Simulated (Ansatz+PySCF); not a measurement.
Results of a calculation; reference values are marked as such.
Input for PySCF 2.14.0:

```python
from pyscf import gto, scf, mp

mol = gto.M(atom="""
O -0.048910 -0.351490 -1.907890
H -0.029580 -0.464120 -0.944070
Cl 0.024460 0.193830 1.072930
H 0.031690 0.584390 -1.955110
""", basis='def2-svp', charge=-1, spin=0)
mf = scf.RHF(mol)
mf.kernel()
pt = mp.MP2(mf, frozen=6).run()
print(mf.e_tot, pt.e_corr, pt.e_tot)
```

The script is written out from the run's settings.

Output:

```json
{"Converged": "yes", "Reference energy": "-535.36307 hartree", "Correlation energy": "-0.33569 hartree", "Total energy": "-535.69876 hartree"}
```

Caution: no diffuse functions for an anion.
